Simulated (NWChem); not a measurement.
# Correlation energy of formamide (CH3NO)

```
C
O 1 1.2195
N 1 1.3658 2 125.35
H 3 1.0194 1 121.60 2 180.00
H 3 1.0220 4 119.19 1 180.00
H 1 1.1307 2 123.23 3 180.00
```
Charge 0, spin multiplicity 1.

The numbers come from NWChem runs, not from measurements. Structure: optimised with PBE/def2-SVP, a minimum by its harmonic frequencies. It is one conformer; others weren't searched.

Basis set: cc-pVDZ. Each correlation energy counts from its own Hartree-Fock reference.

The correlated methods keep 3 core orbitals frozen. No row is a measurement; the coupled-cluster row has its own basis-set and correlation limits.

One of these methods gave a correlation energy of -520.8 mHa. Which?
(A) CCSD+T(CCSD)
(B) CCSD(T)
(C) CR-CCSD[T]
(D) CCSD

A, CCSD+T(CCSD). The others give -503.6 (CCSD), -516.9 (CR-CCSD[T]), -519.3 (CCSD(T)).
